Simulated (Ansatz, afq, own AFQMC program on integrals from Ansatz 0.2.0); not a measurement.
# Where AFQMC and coupled cluster stand for H$_{2}$Br, doublet

```xyz
3

Br    0.0000    0.0000   -1.4990
H     0.0000    0.0000    0.1950
H     0.0000    0.0000    1.3040
```

Basis cc-pVTZ. Only valence electrons are correlated. Integrals, coupled cluster, full CI and functionals: Ansatz 0.2.0; the random walks run on the same integrals in our own AFQMC program. The CISD trial takes its coefficients from CCSD amplitudes. Released means that phaseless walkers are propagated on without the constraint, phases kept. Error bars are statistical, one sigma. No spin–orbit coupling.

Determinant: UHF, the one that the program's search chose, which needn't be the lowest solution. The geometry is a point of a scan.

No full CI on the walks' own integrals is used here; CCSDT(Q) serves as the reference and is uncertain by about the last step of the cluster series.

Cautions: no relativity below Rb; no spin-orbit coupling; inner d shell frozen; unrestricted determinant slightly spin contaminated (⟨S²⟩ 0.82 against 0.75).

* T1 diagnostic: 0.0201
* weight of the determinant in the CISD state: 0.899
* ⟨S²⟩ of the determinant: 0.825
* size of the correlated space: 9 electrons in 57 orbitals

| level | correlation energy (eV) |
| --- | --- |
| MP2 | -4.8314 |
| CCSD | -5.5591 |
| CCSD(T) | -5.7513 |

Problem. Estimate where AFQMC with the constraint released lies against CCSD(T) on the same integrals.

Solution. 30.0 ± 2.2 meV below CCSD(T).

Reference: CCSDT(Q), correlation energy -5.779 eV. The released energy is read at 2.40 1/Eh (meV from the phaseless value at times in 1/Eh: -5.5 ± 2.1 at 0.24, -7.4 ± 2.0 at 0.51, -8 ± 3 at 0.99, -8.6 ± 2.1 at 1.62, -11.6 ± 2.2 at 2.40).

```json
{"level": "CCSD(T)", "E − E(reference) (meV)": "27.8", "share of correlation (%)": "99.52"}
{"level": "CCSDT", "E − E(reference) (meV)": "7.6", "share of correlation (%)": "99.87"}
{"level": "ph-AFQMC/CISD", "E − E(reference) (meV)": "9.4 ± 2.5", "share of correlation (%)": "99.84"}
{"level": "released AFQMC", "E − E(reference) (meV)": "-2.2 ± 2.2", "share of correlation (%)": "100.04"}
```

A walk keeps the symmetry of its determinant, which the program's search chose and which needn't be the lowest solution, so a lower state of the same spin and another symmetry isn't excluded. Released energies are given only where the last usable release times agree within the noise; a slower fall can still hide under it.
